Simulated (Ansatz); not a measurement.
# FH4Si: the cost of one run

Method: UKS B3LYP/6-31G*, in Ansatz 0.2.0.

## Step 1: The system as given

Bond lengths: Si1–H3 1.460 Å, Si1–H4 1.459 Å, Si1–H5 1.459 Å. Angles: H3–Si1–H4 109.5°, H3–Si1–H5 109.5°, H4–Si1–H5 109.5°.

As a file:

```xyz
6

Si    0.0000    0.0000    0.0000
H     0.0000    0.0000    1.7100
H     1.3768    0.0000   -0.4862
H    -0.6877    1.1914   -0.4862
H    -0.6877   -1.1914   -0.4862
F     0.0000    0.0000    2.9300
```

## Step 2: Pulling towards end A

Springs on the bonds that form and break draw the guess towards this end; the thresholds are loose.

input.yaml

```yaml
crystal:
  periodic: [false, false, false]
  atoms:
    - { symbol: Si, position_ang: [0.0, 0.0, 0.0] }
    - { symbol: H, position_ang: [0.0, 0.0, 1.71] }
    - { symbol: H, position_ang: [1.3768, 0.0, -0.4862] }
    - { symbol: H, position_ang: [-0.6877, 1.1914, -0.4862] }
    - { symbol: H, position_ang: [-0.6877, -1.1914, -0.4862] }
    - { symbol: F, position_ang: [0.0, 0.0, 2.93] }
magnetization:
  spin_polarized: true
  initial_magnetization: 1
basis:
  gaussian: { orbitals: "6-31G*" }
hamiltonian:
  xc: b3lyp
relax:
  f_tol: 0.15
  max_steps: 25
  restrain:
    - { distance: [1, 5], at: 2.12, k: 30.0 }
    - { distance: [0, 1], at: 1.46, k: 30.0 }
```

Launch:

```
ansatz run input.yaml --threads 1 --pin off --max-ram 2048MiB --backend cpu --events-out ev --progress --plain --runs-dir out
```

**Question.** How long does this run take on 1 thread of Arm Neoverse V2, shared host, and how much memory does it need?

About 14 s, with a peak of 0.11 GiB.
